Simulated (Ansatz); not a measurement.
Run this with Ansatz's Python interface and show what comes out.

`bh5o.xyz`
```text
7

B    -0.21600   -0.48300   -0.22700
O     0.31210    0.50720    0.73040
H     0.20980   -1.50750   -0.11860
H    -1.36190   -0.53350   -0.04710
H    -0.08420   -0.06430   -1.37480
H    -0.09230    1.40400    0.51780
H     1.29380    0.60910    0.47350
```

`ts.py`
```python
# -*- coding: utf-8 -*-
"""Inversion barrier of BH5O: minimum and transition state."""

import itertools

import ansatz
from ase.data import atomic_numbers, covalent_radii
import numpy as np

bh5o = ansatz.Crystal.molecule_from_extxyz("bh5o.xyz")

setup = bh5o.calculation()
setup = setup.basis(gaussian="def2-TZVP").functional("hf")
symbols = [site.symbol for site in bh5o.cartesian_sites]
start = np.array([site.position_ang for site in bh5o.cartesian_sites], dtype=float)
data = setup.relax(force_tolerance=0.005).run().report
end = np.array(data["positions_ang"])

# start with the apex atom pushed most of the way into the plane of its neighbours
a, b, d = end[[0, 5, 6]]
normal = np.cross(b - a, d - a)
normal /= np.linalg.norm(normal)
flat = end.copy()
flat[1] -= 0.8 * ((end[1] - a) @ normal) * normal
guess = np.zeros_like(flat)
guess[1] = normal
near = ansatz.Crystal.molecule()
for symbol, place in zip(symbols, flat):
    near = near.atom(symbol, place.tolist())
search = (
    near.calculation()
    .basis(gaussian="def2-TZVP")
    .functional("hf")
    .saddle(mode_guess=guess.tolist(), force_tolerance=0.01, max_steps=40)
)
steps = []
top = search.session().plan().execute(on_event=lambda e: steps.append(e["data"]) if e["event"] == "saddle_step" else None).report
for s in steps:
    print(f"step {s['step']:2d}  E = {s['lagrangian_ev']:.5f} eV  force {s['allowed_force_max_ev_ang']:.4f} eV/A  curvature {s['curvature_ev_ang2']:.3f} eV/A^2")
print(f"minimum {data['free_energy_ev']:.5f} eV, saddle {top['free_energy_ev']:.5f} eV")
print(f"electronic barrier {(top['free_energy_ev'] - data['free_energy_ev']):.2f} eV")
saddle = np.array(top["positions_ang"])
# pairs closer than 1.2 times the sum of covalent radii, before or after
radius = [covalent_radii[atomic_numbers[s]] for s in symbols]
span = lambda where, i, j: np.linalg.norm(where[i] - where[j])
bonded = [(i, j) for i, j in itertools.combinations(range(len(symbols)), 2) if min(span(end, i, j), span(saddle, i, j)) < 1.2 * (radius[i] + radius[j])]
print("pair        before    after (A)")
for i, j in bonded:
    print(f"{symbols[i]}{i}-{symbols[j]}{j}".ljust(10), f"{span(end, i, j):8.4f} {span(saddle, i, j):8.4f}")
```

```console
$ python ts.py
step  1  E = -2787.88549 eV  force 4.6515 eV/A  curvature -17.633 eV/A^2
step  2  E = -2788.28822 eV  force 0.3202 eV/A  curvature -0.374 eV/A^2
step  3  E = -2788.29229 eV  force 0.2635 eV/A  curvature -1.496 eV/A^2
step  4  E = -2788.29140 eV  force 0.1137 eV/A  curvature -2.262 eV/A^2
step  5  E = -2788.29173 eV  force 0.0684 eV/A  curvature -2.373 eV/A^2
step  6  E = -2788.29182 eV  force 0.1583 eV/A  curvature -1.629 eV/A^2
step  7  E = -2788.29187 eV  force 0.0662 eV/A  curvature -2.362 eV/A^2
step  8  E = -2788.29225 eV  force 0.0178 eV/A  curvature -2.349 eV/A^2
step  9  E = -2788.29230 eV  force 0.0137 eV/A  curvature -2.347 eV/A^2
step 10  E = -2788.29236 eV  force 0.0120 eV/A  curvature -2.335 eV/A^2
step 11  E = -2788.29238 eV  force 0.0066 eV/A  curvature -2.317 eV/A^2
step 12  E = -2788.29237 eV  force 0.0016 eV/A  curvature -2.284 eV/A^2
minimum -2788.37124 eV, saddle -2788.29237 eV
electronic barrier 0.08 eV
pair        before    after (A)
B0-O1        1.7721   1.8150
B0-H2        1.1978   1.1978
B0-H3        1.1978   1.1978
B0-H4        1.2027   1.1962
O1-H5        0.9450   0.9415
O1-H6        0.9450   0.9415
```

Total energies depend on the basis set; only differences at equal settings carry meaning. The energies are electronic: no zero-point or thermal terms, and the basis set is short of its limit. No separate frequency run checks the order of the saddle point. It ran for 34 s on 1 thread of AMD EPYC 7B13 (Zen 3) (shared host), peak memory 0.22 GiB.
